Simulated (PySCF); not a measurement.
# Ionisation energy of Be by level of theory

Be [He] 2s2 (1S) → Be⁺ [He] 2s1 (2S), as a difference of total energies. All numbers are calculated (PySCF 2.14, scalar relativity by spin-free X2C-1e, in dyall-acv3z). Correlated levels: valence and next inner shell: nothing frozen; virtual orbitals above 40 to 60 times the deepest correlated orbital energy dropped. The calculations carry no spin-orbit coupling.

**Question.** Order these methods by the ionisation energy they give, lowest first.
A. MP2 (valence and next inner shell)
B. CCSD(T) (valence and next inner shell)
C. UHF
D. SCS-MP2 (valence and next inner shell)

**Answer.** C (8.044 eV), A (8.871 eV), D (9.025 eV), B (9.312 eV).

Errors of the correlated levels include the incompleteness of this basis.

For comparison: 9.323 eV (measured; NIST Atomic Spectra Database, ionization energies).
